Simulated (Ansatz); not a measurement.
# BH₄+ (triplet): the correlation ladder at distance B1–H5 = 1.522 Å, cc-pVDZ

How much of the correlation energy of BH₄+ (triplet) does each wave-function method recover here?

Program: Ansatz 0.2.0, Gaussian basis. Level of theory: cc-pVDZ, core rule «outside noble gas», up to 1 orbitals frozen. These are calculated values, not measurements.

The runs, in order: UHF; CCSD(T) on ROHF; CCSD(T) on UHF; BCCD(T) on ROHF; CISD; CCSDT(Q) on ROHF; CCSDT(Q) on UHF; CASSCF and MRCISD+Q, 4 electrons in 4 orbitals; CASSCF and NEVPT2, 4 electrons in 4 orbitals; CASSCF and MRCISD+Q, 6 electrons in 8 orbitals; CASSCF and NEVPT2, 6 electrons in 8 orbitals; Full CI.

17 further runs of the same task are left out: 12 that didn't finish, 5 set aside as unsound or not needed.

**1. The system**

The geometry derives from a PBE0/def2-TZVP stationary point (not a proven minimum). One bond is set to the value named and the two fragments are kept rigid.

5 atoms, charge 1, spin multiplicity 3.

Atoms are counted from 1 here; the program's logs count them from 0.

Bond lengths: B1–H2 1.256 Å, B1–H3 1.256 Å, B1–H4 1.256 Å. Angles: H2–B1–H3 65.3°, H2–B1–H4 135.2°, H3–B1–H4 135.2°.

**2. UHF**

Input file in.yaml:

```yaml
crystal:
  periodic: [false, false, false]
  atoms:
    - {symbol: B, position_ang: [-0.006978, 0.007000, 0.015117]}
    - {symbol: H, position_ang: [0.465497, 0.493295, 1.072421]}
    - {symbol: H, position_ang: [-0.492768, -0.463884, 1.073362]}
    - {symbol: H, position_ang: [-0.478890, 0.478402, -1.049160]}
    - {symbol: H, position_ang: [0.581001, -0.582898, -1.258769]}
basis:
  gaussian: {orbitals: cc-pVDZ}
total_charge: 1
magnetization: {spin_polarized: true, initial_magnetization: 2}
hamiltonian: {xc: hf}
output: {orbitals: {seedname: orbitals}}
```

Started as:

```bash
ansatz run in.yaml --threads 1 --pin off --events-out ev --progress --plain --max-ram 2393MiB
```

The runs that follow: CCSD(T) on ROHF; CCSD(T) on UHF; BCCD(T) on ROHF; CISD; CCSDT(Q) on ROHF; CCSDT(Q) on UHF; CASSCF and MRCISD+Q, 4 electrons in 4 orbitals; CASSCF and NEVPT2, 4 electrons in 4 orbitals; CASSCF and MRCISD+Q, 6 electrons in 8 orbitals; CASSCF and NEVPT2, 6 electrons in 8 orbitals; Full CI.

**Question.** What will the summary of the whole plan be? Wanted: FCI below the RHF energy; RMP2 from FCI; UMP2 from FCI; RCCSD from FCI; RCCSD(T) from FCI; UCCSD(T) from FCI; RCCSDT(Q) from FCI; UCCSDT(Q) from FCI; NEVPT2 pair from FCI.

The runs gave:

```
                         quantity                                                                                               value
         FCI below the RHF energy                                                                                          -3.2287 eV
                    RMP2 from FCI                                                                                     +16.82 kcal/mol
                    UMP2 from FCI                                                                                     +17.46 kcal/mol
                   RCCSD from FCI                                                                                      +1.84 kcal/mol
                RCCSD(T) from FCI                                                                                      +0.41 kcal/mol
                UCCSD(T) from FCI                                                                                      +0.41 kcal/mol
               RCCSDT(Q) from FCI                                                                                       0.00 kcal/mol
               UCCSDT(Q) from FCI                                                                                      -0.01 kcal/mol
             NEVPT2 pair from FCI                                                                                     +16.66 kcal/mol
           MRCISD+Q pair from FCI                                                                                      -0.18 kcal/mol
          NEVPT2 valence from FCI                                                                                      +9.93 kcal/mol
levels within 1 kcal/mol (43 meV)  RCCSD(T), UCCSD(T), BCCD(T), RCCSDT, UCCSDT, RCCSDT(Q), UCCSDT(Q), MRCISD+Q pair, MRCISD+Q valence
                    T1 diagnostic                                                                                               0.022
   effectively unpaired electrons                                                                                                2.03
```

RCCSD(T) lands +0.41 kcal/mol from the yardstick (0.6 % of the correlation energy). MRCISD+Q pair falls below full CI: the +Q correction isn't variational, and the cores differ from full CI's. One determinant dominates. Of the multireference levels listed MRCISD+Q pair comes nearest in total energy (-0.18 kcal/mol), which doesn't show that its space is the better one. These misses are within one basis, not against nature; the frozen cores of restricted and unrestricted runs differ, which can shift their rows.
